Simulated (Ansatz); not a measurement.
Input for Ansatz (development build ahead of 0.2.0):

```yaml
crystal:
  periodic: [false, false, false]
  atoms:
    - { symbol: "N", position_ang: [0.55, 0.0, 2.8] }
    - { symbol: "N", position_ang: [-0.55, 0.0, 2.8] }
    - { symbol: F, position_ang: [0.71, 0.0, 0.0] }
    - { symbol: F, position_ang: [-0.71, 0.0, 0.0] }
basis:
  gaussian: { orbitals: cc-pVDZ }
hamiltonian:
  xc: hf
```

The input is written out in the form of the current development build from the run's settings.

Results

| Item | Value |
| --- | --- |
| Converged | yes |
| Total energy | -307.63663 hartree |
| Spin squared of the determinant | 0.000 |
